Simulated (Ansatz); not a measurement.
**SiN⁺, triplet in 6-31G: errors against full CI**

Geometry: a PBE0/def2-TZVP stationary point for this spin.

```yaml
atoms:
  - { symbol: Si, position_ang: [0.0000, 0.0000, 0.0000] }
  - { symbol: N, position_ang: [0.0000, 0.0000, 1.7854] }
```

Basis 6-31G; Ansatz 0.2.0. Only valence electrons are correlated (noble-gas cores frozen), which leaves 8 electrons in 16 orbitals. R marks a restricted (for open shells ROHF) determinant, U an unrestricted one. Active spaces: valence = (8e, 8o) chosen from the atoms' valence shells.

Full CI is exact within this basis and frozen core; it isn't the basis-set limit. The frozen core follows each run's orbitals, which can shift R against U totals by a few meV.

Unrestricted rows (U) aren't spin-pure: their determinants' ⟨S²⟩ exceeds S(S+1) by up to 0.61, so they mix in states of higher spin. HF rows: RHF is the lowest solution found. Coupled cluster chose its determinant by a search with trial CCSD, here up to 0.65 eV above the lowest Hartree–Fock solution of its kind, and MP2 stands on that determinant too.

- UHF ⟨S²⟩: 2.062
- ⟨S²⟩ of the determinant under UCCSD: 2.609
- T1 diagnostic (RCCSD): 0.0788
- largest doubles amplitude (RCCSD): 0.131
- T1 diagnostic (UCCSD): 0.1005

| level | E − E(full CI) (kJ/mol) | share of correlation (%) | wall time |
| --- | --- | --- | --- |
| RHF† | 332.3 | – | – |
| UMP2 | 136.6 | 65.39 | – |
| RCCSD | 23.2 | 94.11 | – |
| UCCSD | 19.0 | 95.17 | – |
| RCCSD(T) | 5.3 | 98.65 | 1.2 s |
| UCCSD(T) | 8.3 | 97.90 | 1.8 s |
| BCCD(T) | 7.2 | 98.17 | 1.3 s |
| RCCSDT | 2.3 | 99.41 | – |
| UCCSDT | 2.4 | 99.40 | – |
| RCCSDT(Q) | 0.1 | 99.97 | 3.5 s |
| UCCSDT(Q) | 0.0 | 99.99 | 4.2 s |
| RCCSDTQ | 0.1 | 99.97 | 21 s |
| UCCSDTQ | 0.1 | 99.97 | 21 s |
| CASSCF (valence space) | 120.3 | 69.52 | – |
| NEVPT2 (valence space) | 29.1 | 92.62 | 2 s |
| MRCISD (valence space) | 4.6 | 98.84 | – |
| MRCISD+Q (valence space) | 2.0 | 99.50 | 2.6 s |

A dagger marks rows that describe another state than the reference (another or a broken symmetry, a higher spin or other natural occupations), so the difference holds a gap between states beside the method's error.

The correlation energy at full CI, counted from the determinant under the R cluster runs, is -4.089 eV. That run took 12 s on 1 thread of Arm Neoverse V2, shared host over 827,904 determinants.

Run but not shown, since their state, orbitals or frozen core can't be matched to the reference's or they repeat it: UHF, RMP2, CISD, CISDTQ.

Times hold each run's SCF and search for its determinant on a shared host, so for small cases they say little of a method's own cost; they ran on 1 thread of Arm Neoverse V2.

The full-CI state has the irrep B2 of C2v, in the program's axes (one component, if the state is degenerate).

Natural occupations of full CI about the gap: 1.977 1.903 1.861 1.012 0.977 0.144 0.056 0.038 0.009 0.008; effectively unpaired electrons, Σ n²(2−n)², 2.19.
